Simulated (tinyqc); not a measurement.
Ways to converge the cycle: SCF convergence aids in the sto-3g basis, for H2F+, spin multiplicity 1. Computed by the program tinyqc with PySCF. Command: `OMP_NUM_THREADS=1 python tinyqc.py 112348 112349 out.jsonl`; one thread of a shared host (Intel(R) Xeon(R) Processor @ 2.60GHz), about 0.8 s.

Geometry (angstrom):
```
atom       x        y       z
F     0.0000   0.0000  0.0000
H     0.0000   0.8090  0.6620
H     0.0000  -0.8390  0.6860
```

lowest restricted solution found by these runs and by PySCF = -98.846218 hartree

RHF with one setting changed at a time; a run stops when the energy changes by less than 1e-09 hartree and the error matrix is below 1e-5. The start is random orbitals. Damping d keeps d of the old density; a shift (hartree) raises the virtual levels; DIIS n extrapolates F over n matrices.

Largest element of the error matrix X^T (FDS - SDF) X:
```
iteration    plain  damping 0.3  damping 0.6  shift 0.4   DIIS 3   DIIS 8
1          3.7e+00      3.7e+00      3.7e+00    3.7e+00  3.7e+00  3.7e+00
2          2.5e-01      1.2e+00      2.3e+00    3.4e-01  2.5e-01  2.5e-01
3          9.0e-02      3.9e-01      1.4e+00    1.7e-01  8.9e-02  8.9e-02
4          4.3e-02      1.3e-01      8.6e-01    9.1e-02  4.3e-02  4.3e-02
5          2.1e-02      5.8e-02      5.3e-01    6.0e-02  5.7e-03  4.6e-03
6          1.1e-02      3.8e-02      3.3e-01    3.9e-02  1.2e-03  8.7e-04
8          2.5e-03      1.6e-02      1.2e-01    1.6e-02  5.5e-05  2.8e-05
10         6.1e-04      6.5e-03      4.7e-02    6.2e-03  5.8e-06  3.9e-07
14         3.5e-05      1.1e-03      1.7e-02    9.9e-04        -        -
20               -      7.8e-05      4.3e-03    6.3e-05        -        -
30               -            -      4.4e-04          -        -        -
45               -            -      1.4e-05          -        -        -
```

How each run ends:
```
run          iterations  E (hartree)         state
plain                16   -98.846218  lowest found
damping 0.3          25   -98.846218  lowest found
damping 0.6          47   -98.846218  lowest found
shift 0.4            25   -98.846218  lowest found
DIIS 3               10   -98.846218  lowest found
DIIS 8               10   -98.846218  lowest found
```

6 of 6 runs reach the lowest restricted solution found, in 10 to 47 iterations (fastest: DIIS 3, DIIS 8). Plain steps already contract here, so damping only slows them. DIIS 3 and DIIS 8 gain by cancelling the error over several earlier matrices, much as a quasi-Newton step does.
